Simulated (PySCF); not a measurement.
Gas-phase reaction: 2 SiO2 + 2 SiO(OH)2 = 4 SiH + 5 O2

Method: PySCF energies (xtb for GFN2) plus ideal-gas RRHO corrections (1 bar). † marks an energy on the PBE0/def2-TZVP geometry and frequencies; other levels use their own. MP2 freezes the core. Open shells (unrestricted): SiH (multiplicity 2, electronic degeneracy 4), O2 (multiplicity 3); the rest are closed-shell singlets. GFN2 has no spin-polarisation term. Spin-orbit splitting is ignored; it lowers the true energy and changes the entropy of SiH. SiO(OH)2: computed as isolated molecules; such fragments, hydroxides, amides, oligomers or adducts are transient or little studied in the gas. MP2 isn't extrapolated to the basis-set limit; its ΔH°(298 K) is 3344.5 kJ in def2-SVP and 3826.2 kJ in def2-TZVPP. The harmonic model lacks anharmonicity and excited electronic states, which grow with temperature; levels with a mode under 35 cm⁻¹ are left out. Internal rotation in SiO(OH)2 is treated as a harmonic vibration of one conformer, which makes the entropy rough.

```csv
level,"ΔE electronic, kJ","ΔH°(298 K), kJ","ΔS°(298 K), J/K","ΔG°(1200 K), kJ"
BLYP/def2-TZVP†,3418,3333,772,2415
GFN2-xTB,5619,5526,772,4604
MP2/def2-SVP†,3430,3345,772,2426
PBE/def2-TZVP†,3442,3357,772,2439
r2SCAN/def2-TZVP†,3543,3458,772,2540
ωB97M-V/def2-TZVP†,3617,3532,772,2614
```
ΔH° is lowest at BLYP/def2-TZVP† and highest at GFN2-xTB. No reference value is set beside these.
